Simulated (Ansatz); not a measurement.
Relaxed structures of BSiNH₅ (charge +1), singlet (PBE0-D4/def2-TZVP; forces vanish, vibrations not checked; lower isomers may exist, and structures with a doubtful reference or unclear bonds are left out; Å). Ansatz 0.2.0; basis: def2-TZVPP; cores frozen in the correlated methods.

Q: Rank them by CCSD(T) energy, lowest first, and give each one's height above the lowest. Links in brackets join atoms within 1.22 times the sum of their covalent radii (1.1 for two metals). (Judge from chemistry; the value comes from the calculation.)
A.
BSiNH₅ ([H]1[BH]2[NH][SiH2]12), total charge +1
```
8
angstrom
B -0.9775 0.1702 -0.6746
N -0.1437 0.5970 0.3146
Si 0.5316 -0.9824 0.3128
H -1.8551 0.5052 -1.3883
H -0.6383 -1.1256 -0.8848
H -0.0420 1.4847 0.7838
H 1.7994 -1.1944 -0.3981
H 0.0966 -1.9245 1.3524
```
B.
BSiNH₅ ([BH]1[NH2][SiH2]1), total charge +1
```
8
angstrom
B -0.9118 0.0559 -0.7123
N 0.0812 0.7947 0.1870
Si 0.3960 -1.0870 0.1456
H -1.8062 0.4782 -1.3550
H 0.7124 1.4551 -0.2711
H -0.3023 1.2572 1.0136
H 1.6998 -1.3237 -0.4955
H 0.1308 -1.6304 1.4877
```
C.
BSiNH₅ ([BH][NH][SiH3]), total charge +1
```
8
angstrom
B -1.1694 0.3913 -0.7511
N -0.2116 0.3037 0.1235
Si 0.6970 -1.2993 0.3736
H -2.0236 0.4084 -1.5543
H 0.0208 -2.1770 -0.6025
H 0.0832 1.0887 0.7020
H 2.0944 -0.9789 0.0395
H 0.4418 -1.6437 1.7819
```

A: Computed: A (0.000 eV), C (0.147 eV), B (1.170 eV). Heights count from the lowest.

The T1 diagnostic stays at or below 0.014.

For scale, one of the runs: CCSD(T)/def2-TZVPP, 174 basis functions, launched by `ansatz run in.yaml --threads 2 --pin off --events-out ev --progress --plain --max-ram 4352MiB`. The run took 20 s on 2 CPU threads of an Arm Neoverse V2 (shared host), with 1.5 GiB of host memory at its peak.
